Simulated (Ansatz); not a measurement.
# C₂H₃O radical: small, medium and large basis sets

One table from this session's results is given with a row withheld; the runs are named, their logs left out.

Method: one geometry, several basis sets; program: Ansatz 0.2.0, Gaussian basis.

The runs, in order: PBE0-D4/def2-SVP; ωB97M-V/def2-SVP; PBE0-D4/def2-QZVPP; ωB97M-V/def2-QZVPP; the functionals' def2-TZVPP values are taken from earlier runs.

### Structure used throughout

An earlier PBE0-D4 in a triple-zeta def2 set relaxation fixed the geometry.

SMILES `C=C[O]`, 6 atoms, charge 0, spin multiplicity 2.

Atoms are counted from 1 here; the program's logs count them from 0.

Bond lengths: C1–C2 1.420 Å, C1–H4 1.083 Å, C1–H5 1.083 Å, C2–O3 1.226 Å, C2–H6 1.106 Å. Angles: C2–C1–H4 119.3°, C2–C1–H5 121.1°, H4–C1–H5 119.6°, C1–C2–O3 123.0°, C1–C2–H6 116.8°, O3–C2–H6 120.2°.

As a file:

```xyz
6
C2H3O
C    -0.53560    0.05579   -0.48097
C     0.53125   -0.05572    0.44997
O     0.98491   -1.13281    0.82100
H    -0.97793   -0.84482   -0.88979
H    -0.91262    1.02399   -0.78757
H     0.95208    0.88957    0.84105
```

Set-up of the first run:

File in.yaml:

```yaml
crystal:
  periodic: [false, false, false]
  atoms:
    - {symbol: C, position_ang: [-0.535595, 0.055787, -0.480968]}
    - {symbol: C, position_ang: [0.531250, -0.055715, 0.449967]}
    - {symbol: O, position_ang: [0.984913, -1.132812, 0.821000]}
    - {symbol: H, position_ang: [-0.977933, -0.844823, -0.889788]}
    - {symbol: H, position_ang: [-0.912618, 1.023988, -0.787566]}
    - {symbol: H, position_ang: [0.952083, 0.889574, 0.841055]}
basis:
  gaussian: {orbitals: def2-SVP}
magnetization: {spin_polarized: true, initial_magnetization: 1}
hamiltonian: {xc: pbe0, dispersion: d4}
output: {orbitals: {seedname: orbitals}}
```

Steps of the session up to this table: PBE0-D4 in def2-SVP; ωB97M-V in def2-SVP; PBE0-D4 in def2-QZVPP; ωB97M-V in def2-QZVPP.

One table of the session follows, with a row left open; its other results are not shown here.

It belongs to the step «Functionals by basis». 

```
functional       basis  HOMO (eV)  LUMO (eV)
   PBE0-D4    def2-SVP      -7.40      -3.39
   PBE0-D4  def2-TZVPP      -7.59      -3.57
   PBE0-D4  def2-QZVPP      -7.63      -3.61
   ωB97M-V    def2-SVP          ?          ?
   ωB97M-V  def2-TZVPP      -9.94      -1.52
   ωB97M-V  def2-QZVPP      -9.97      -1.59
```

Estimate the missing values for ωB97M-V, def2-SVP.

The run gave: HOMO (eV): -9.79; LUMO (eV): -1.25. In the column «HOMO (eV)» it lies between ωB97M-V, def2-TZVPP (-9.94) and PBE0-D4, def2-QZVPP (-7.63).
